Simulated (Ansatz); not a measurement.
**C4H8O2: a ladder of functionals and wavefunction methods**

The task here is to estimate one member of a computed series from the others.

Computed with Ansatz 0.2.0, Gaussian basis. Level: functionals in def2-TZVPP, the program's frozen cores in correlated methods.

Plan: PBE-D4, r2SCAN-D4, PBE0-D4, B3LYP-D4, ωB97X-V, ωB97M-V, B2PLYP; CCSD(T)/def2-TZVPP; MP2/def2-QZVPP; extrapolation to the limit.

## The relaxed structure

The geometry comes from an earlier relaxation with PBE0-D4 in a triple-zeta def2 set; it is a stationary point, not always the lowest conformer.

SMILES `C=COCOC`, 14 atoms, charge 0, spin multiplicity 1.

Atoms are counted from 1 here; the program's logs count them from 0.

Bond lengths: C1–C2 1.324 Å, C1–H7 1.083 Å, C1–H8 1.081 Å, C2–O3 1.356 Å, C2–H9 1.088 Å, O3–C4 1.406 Å, C4–O5 1.382 Å, C4–H10 1.096 Å, C4–H11 1.095 Å, O5–C6 1.412 Å, C6–H12 1.094 Å, C6–H13 1.089 Å, C6–H14 1.098 Å. Angles: C2–C1–H7 121.6°, C2–C1–H8 119.6°, H7–C1–H8 118.9°, C1–C2–O3 122.4°, C1–C2–H9 122.4°, O3–C2–H9 115.2°, C2–O3–C4 115.1°, O3–C4–O5 113.3°, O3–C4–H10 104.7°, O3–C4–H11 110.5°, O5–C4–H10 111.7°, O5–C4–H11 106.1°, H10–C4–H11 110.6°, C4–O5–C6 113.5°, O5–C6–H12 111.5°, O5–C6–H13 107.0°, O5–C6–H14 110.9°, H12–C6–H13 109.4° and more.

Set-up of the first run:

File in.yaml:

```yaml
crystal:
  periodic: [false, false, false]
  atoms:
    - {symbol: C, position_ang: [-0.314316, -2.247759, -1.280484]}
    - {symbol: C, position_ang: [-0.684642, -1.273765, -0.463940]}
    - {symbol: O, position_ang: [-0.558274, 0.036335, -0.790657]}
    - {symbol: C, position_ang: [-0.847251, 0.939756, 0.247590]}
    - {symbol: O, position_ang: [0.081009, 0.912777, 1.270964]}
    - {symbol: C, position_ang: [1.362346, 1.359148, 0.881673]}
    - {symbol: H, position_ang: [0.128009, -2.039715, -2.246542]}
    - {symbol: H, position_ang: [-0.459420, -3.276489, -0.983530]}
    - {symbol: H, position_ang: [-1.115369, -1.467519, 0.516074]}
    - {symbol: H, position_ang: [-0.884855, 1.921172, -0.239618]}
    - {symbol: H, position_ang: [-1.812391, 0.700197, 0.705587]}
    - {symbol: H, position_ang: [1.805979, 0.699182, 0.130699]}
    - {symbol: H, position_ang: [1.984279, 1.358581, 1.775716]}
    - {symbol: H, position_ang: [1.314897, 2.378109, 0.476457]}
basis:
  gaussian: {orbitals: def2-TZVPP}
hamiltonian: {xc: pbe, dispersion: d4}
output: {forces: true, orbitals: {seedname: orbitals}}
```

The run is started by

```sh
$ ansatz run in.yaml --threads 2 --pin off --events-out ev --progress --plain --max-ram 20480MiB --backend cuda --devices 0, --max-vram 18GiB
```

Steps of the session up to this table: PBE-D4 (GGA); r2SCAN-D4 (meta-GGA); PBE0-D4 (hybrid); B3LYP-D4 (hybrid); ωB97X-V (range-separated); ωB97M-V (range-separated); B2PLYP (double hybrid); CCSD(T) in def2-TZVPP; MP2 in def2-QZVPP.

One table of the session follows, with a row left open; its other results are not shown here.

It belongs to the step «Atomisation energies». 

```
            method  atoms, summed (eV)  atomisation energy (eV)
            PBE-D4           -8304.919                   59.849
         r2SCAN-D4           -8311.672                   58.388
           PBE0-D4           -8306.738                   58.500
          B3LYP-D4           -8317.097                   58.234
           ωB97X-V           -8313.818                   58.250
           ωB97M-V           -8312.882                   58.362
            B2PLYP           -8310.380                   57.653
     HF/def2-TZVPP           -8283.136                   41.718
    MP2/def2-TZVPP           -8298.042                   57.797
   CCSD/def2-TZVPP                   ?                        ?
CCSD(T)/def2-TZVPP           -8301.543                   56.735
           MP2/CBS           -8300.880                   59.224
       CCSD(T)/CBS           -8304.381                   58.162
```

Q: Estimate the row for CCSD/def2-TZVPP from the others.

The run gave: atoms, summed (eV): -8301.167; atomisation energy (eV): 55.802. In the column «atoms, summed (eV)» it lies between CCSD(T)/def2-TZVPP (-8301.543) and MP2/CBS (-8300.880).

Caveats from the session: Free atoms (4 C, 2 O, 8 H) were run apart at each level; the atomisation energy is their sum less the molecule, without zero-point or spin-orbit terms.
